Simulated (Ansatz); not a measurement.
## Relative energies of C4H6O isomers

3 of its isomers, all singlets with charge 0: A = `C1=CCOC1`; B = methyl propargyl ether `C#CCOC`; C = 2,3-dihydrofuran `C1=COCC1`.

Shapes, held fixed at every level: PBE0-D4/def2-TZVP. Flexible molecules stand in one conformer, not always the lowest. Programs: Ansatz 0.2.0.

Electronic energies in kJ/mol, without zero-point or thermal terms.

```tsv
level	kind	B − A	C − A
SPW92/def2-TZVPP	LDA	+178.4	-20.3
PBE-D4/def2-TZVPP	GGA	+153.9	-18.3
B3LYP-D4/def2-TZVPP	global hybrid	+138.7	-14.0
PBE0-D4/def2-TZVPP	global hybrid	+164.1	-15.2
wB97X-V/def2-TZVPP	range-separated hybrid	+155.8	-14.1
MP2/def2-SVP	perturbation theory	+139.2	-18.8
CCSD(T)/def2-TZVPP	coupled cluster or CI	+140.5	-14.6
CCSD(T)/CBS estimate	coupled cluster or CI	+141.2	-13.9
```

The highest level, CCSD(T)/CBS estimate, puts C lowest of these. All levels agree on that. The B − A difference spans +138.7 to +178.4 kJ/mol over the levels. The CBS estimate extrapolates MP2 from def2-TZVPP and def2-QZVPP and adds CCSD(T) − MP2 in the triple-zeta set, cores frozen.
